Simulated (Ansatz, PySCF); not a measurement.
Species: methylamine, CH$_{5}$N, charge 0, multiplicity 1. 
Coordinates optimised at B3LYP-D3(BJ)/def2-TZVP (Ansatz, a program for electronic structure):
```
C
H 1 1.0912
H 1 1.0912 2 107.19
H 1 1.0988 2 107.88 3 -115.94
N 1 1.4624 2 109.21 3 118.20
H 5 1.0129 1 110.75 2 -179.27
H 5 1.0129 6 106.88 1 120.72
```


Wanted: enthalpy of formation at 298 K (from the atomisation energy, B3LYP-D3(BJ)/def2-TZVP harmonic zero-point and thermal terms from PySCF, and the atoms' enthalpies of formation in the G2/97 table; no spin-orbit terms, and no core term in the frozen-core levels), in kJ/mol. Cores are frozen in the correlated levels unless marked. UHF or UKS for open shells. No spin-orbit coupling. Non-relativistic. The coupled-cluster limit lacks core correlation, which all-electron functionals hold. CBS(X,Y): correlation extrapolated as X^-3; Hartree-Fock from the larger set. The bracket is a focal-point correction in the basis named.

```
level                                                                 program  enthalpy of formation at 298 K (kJ/mol)  minus last row
-------------------------------------------------------------  --------------  ---------------------------------------  --------------
SVWN5/def2-TZVPD                                                       Ansatz                                   -344.8          -322.7
PBE0/def2-SVP                                                          Ansatz                                    -14.5             7.6
PBE0/def2-TZVP                                                         Ansatz                                     -8.4            13.7
PBE0/def2-TZVPD                                                        Ansatz                                    -12.3             9.8
BHLYP-D3(BJ)/def2-TZVPD                                        Ansatz + dftd3                                     36.2            58.3
BHLYP/def2-TZVPD                                                       Ansatz                                     44.5            66.6
r2SCAN0/def2-TZVPD                                                     Ansatz                                     27.7            49.8
MN15-D3(BJ)/def2-TZVPD                                          PySCF + dftd3                                    -15.3             6.8
CAM-B3LYP/def2-TZVPD                                                   Ansatz                                    -33.7           -11.6
wB97X/def2-TZVPD                                                       Ansatz                                    -12.6             9.5
RPA@PBE/cc-pVQZ                                                        Ansatz                                     78.5           100.6
MP2/aug-cc-pVDZ                                                        Ansatz                                    138.1           160.2
MP2/def2-SVP                                                           Ansatz                                    124.8           146.9
MP2/def2-TZVPPD                                                        Ansatz                                     31.4            53.5
RI-MP2/def2-TZVPPD                                                     Ansatz                                     31.6            53.7
CCSD/aug-cc-pVDZ                                                       Ansatz                                    165.1           187.2
CCSD/def2-TZVPP                                                        Ansatz                                     69.1            91.2
CCSD(T)/STO-3G                                                         Ansatz                                     70.3            92.4
CCSD(T)/aug-cc-pVDZ                                                    Ansatz                                    143.8           165.9
CCSD(T)/def2-SVP                                                       Ansatz                                    117.3           139.4
RI-MP2/CBS(aug-cc-pVTZ,aug-cc-pVQZ)+[CCSD(T)-MP2]/aug-cc-pVTZ          Ansatz                                    -22.1             0.0
```
